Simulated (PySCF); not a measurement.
Structure problem from calculated spectra and properties.

Formula: C3H7OP.

- XPS: P2p3/2 136.3, C1s 290.0, C1s 290.4, C1s 292.0, O1s 538.8, P1s 2149.8 eV [ΔSCF SCAN, pcX-2 on the ionised atom, pcseg-1 elsewhere, spin-free X2C, 2p3/2 from a spin–orbit splitting computed afterwards within the 2p shell]
- Dipole: 0.89 D [wB97X-D/def2-SVPD]
- Triplet: lowest triplet excitation (Tamm–Dancoff): 4.21 eV [TDA wB97X-D/def2-SVPD]
- 1H NMR: chemical shifts (computed TMS as zero) by class: 6.77 (1 H), 6.02 (1 H), 5.93 (1 H), 4.61 (2 H), 3.97 (1 H), -0.07 (1 H) ppm [GIAO PBE0/pcSseg-1]
- Rotational structure: rotational constants A, B, C: 7.773, 2.295, 1.977 GHz [GFN2-xTB]
- 13C NMR: chemical shifts (computed TMS as zero) by class: 144.8 (1 C), 129.3 (1 C), 67.6 (1 C) ppm [GIAO PBE0/pcSseg-1]
- Polarisability: 69.7 au [wB97X-D/def2-SVPD]

The electronic properties come from PySCF, for the isolated species, density fitting. Levels stand in brackets. One conformer (not necessarily the lowest) at the GFN2-xTB geometry, without solvent, vibrations or thermal averaging. NMR classes are plain means over equivalent atoms (diastereotopic ones count apart unless rotation or inversion swaps them), as if these changed places fast.

Problem. What is the compound? Reason from the data.

Solution. Numbering: `[CH2:1]=[CH:2][PH:3][CH2:4][OH:5]`. 3 carbons fall into 3 classes; from least to most shielded: alkene CH carbon [C2] (144.8 ppm), terminal =CH2 carbon [C1] (129.3 ppm), carbinol carbon (C–OH) [C4] (67.6 ppm). Hydrogen classes from least to most shielded: 1 H on an alkene CH carbon, C2 (6.77 ppm), 1 H on a terminal =CH2 carbon, C1 (6.02 ppm), 1 H on a terminal =CH2 carbon, C1 (5.93 ppm), 2 H on a carbinol carbon (C–OH), C4 (4.61 ppm), 1 H on a phosphine phosphorus, P3 (3.97 ppm), 1 H on an alcohol oxygen, O5 (-0.07 ppm). The core levels belong to: P2p3/2 136.3 eV, phosphine phosphorus [P3]; C1s 290.0 eV, terminal =CH2 carbon [C1]; C1s 290.4 eV, alkene CH carbon [C2]; C1s 292.0 eV, carbinol carbon (C–OH) [C4]; O1s 538.8 eV, alcohol oxygen [O5]; P1s 2149.8 eV, phosphine phosphorus [P3]. The hole state at 290.4 eV has ⟨S²⟩ = 0.84 against 0.75, so that value is less sure. The optimised geometry has point group C1 and is an asymmetric top. Structure: `P(C=C)CO`. Computed isomers that give other values at the same levels: `C=PCOC` (13C chemical shifts (computed TMS as zero) by class: 185.9 (1 C), 77.6 (1 C), 59.6 (1 C) ppm); `C[C@@H]1C[P@@H]1=O` (13C chemical shifts (computed TMS as zero) by class: 16.9 (1 C), 15.1 (1 C), 12.8 (1 C) ppm); `CP1(=O)CC1` (13C chemical shifts (computed TMS as zero) by class: 17.1 (1 C), 11.3 (2 C) ppm). The assignments are read from this structure; whether some other isomer fits the data as well wasn't checked.

The values belong to the conformer `[CH2:1]=[CH:2][PH:3][CH2:4][OH:5]`: C1–C2–P3–C4 -127°, C2–P3–C4–O5 -74°, H–O5–C4–P3 -63°.
